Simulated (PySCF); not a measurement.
## Working out the electron affinity of O

O⁻ [He] 2s2 2p5 (2P) → O [He] 2s2 2p4 (3P). All numbers are calculated (PySCF 2.14, scalar relativity by spin-free X2C-1e, in x2c-QZVPPall with one added diffuse shell each of s, p, d, f type (8s5p4d3f1g, 73 functions)). Frozen: nothing. Energies in hartree (1 hartree = 27.21139 eV):

| part | O⁻ (lower) | O (upper) |
| --- | --- | --- |
| UHF | -74.849664 | -74.871103 |
| MP2 opposite-spin | -0.196946 | -0.140245 |
| MP2 same-spin | -0.059552 | -0.040960 |

Task: What does Hartree-Fock give?

Result: (-74.871103) − (-74.849664) = -0.021439 hartree = -0.583 eV.

Task: What do MP2 and SCS-MP2 (6/5 opposite-spin, 1/3 same-spin) give?

Result: The opposite-spin parts differ by 1.543 eV and the same-spin parts by 0.506 eV. MP2: -0.583 + (1.543) + (0.506) = 1.466 eV. SCS-MP2: -0.583 + 1.2 × (1.543) + (0.506)/3 = 1.437 eV.

A first-order spin-orbit estimate adds -0.001 eV to MP2 (valence and next inner shell), giving 1.465 eV against 1.461 eV (measured; photodetachment measurements, as compiled on the Wikipedia data page of electron affinities).

What remains against the reference includes basis incompleteness and correlation beyond second order.
